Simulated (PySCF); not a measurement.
Species: C5H12N (doublet state).
Structure used (GFN2-xTB), in Å, numbered top down from 1:
```
atom  x, y, z in Å
C1    -0.4032    1.9420   -0.1733
C2    -0.9006    0.6180    0.2478
C3    -0.3492   -0.5664   -0.6094
C4    -1.0167   -1.8740   -0.1956
N5     1.0832   -0.7092   -0.4959
C6     1.8155    0.3874   -1.0716
H7    -0.7510    2.3494   -1.1062
H8    -0.0446    2.6384    0.5618
H9    -0.6428    0.4279    1.2930
H10   -1.9939    0.5624    0.1542
H11   -0.5683   -0.3614   -1.6633
H12   -2.0885   -1.8287   -0.3702
H13   -0.8443   -2.0702    0.8608
H14   -0.6020   -2.6977   -0.7705
H15    1.3404   -0.8452    0.4768
H16    1.3394    1.3563   -0.7630
H17    1.7623    0.3211   -2.1592
H18    2.8557    0.3563   -0.7571
```

The hyperfine couplings belong to this conformer and change with its torsions.

The species is `[CH2]C[C@H](C)NC` [radical].

Method used: UKS B3LYP, pcH-1 on C H N, non-relativistic, mean-field spin-orbit, GIAO (PySCF 2.14.0). Isolated species at its GFN2-xTB geometry (one conformer only). The geometry wasn't refined by DFT: couplings that depend on bond lengths, twists or pyramidal angles can differ widely from those at the functional's own minimum. The SCF solution wasn't tested for stability.

The Mulliken spin populations are largest on C1 (+0.96), C2 (-0.08) and C6 (+0.08). No atom but C1 exceeds +0.15. The angles at C1 add up to 355.6°, so it is nearly planar; its axial dipolar tensor and the negative couplings of its protons fit spin in a p orbital normal to that plane.

(1) McConnell's relation a(H) = Q·ρ ties the coupling of a proton on a planar π carbon to the spin population of that carbon. What Q do the computed values give?

(2) List the C–H protons on four-coordinate carbons next to a three-coordinate spin centre, with their couplings and θ (C–H bond against the normal to the plane of the centre's neighbours, projected along the bond that joins the two).

## Answers

(1) 
| H | C | ρ(C) | a(H) (G) | a/ρ (G) |
| --- | --- | --- | --- | --- |
| H7 | C1 | +0.958 | -18.02 | -18.8 |
| H8 | C1 | +0.958 | -18.52 | -19.3 |

These protons share one ρ (within 0.01), so their mean ratio, Q = -19.1 G, is no test of linearity.

(2) 
```json
{"β H": "H9", "on": "C2", "centre": "C1", "θ (°)": "90", "cos²θ": "0.00", "a (G)": "+0.93"}
{"β H": "H10", "on": "C2", "centre": "C1", "θ (°)": "30", "cos²θ": "0.75", "a (G)": "+47.69"}
```

Couplings in gauss use g_iso = 2.0026.

Time: 51 s (grids of density and orbitals included); peak memory 0.97 GiB. Hardware: an Arm Neoverse V1 with one thread, no GPU, shared host with 32 logical CPUs at a one-minute load of 9.2.
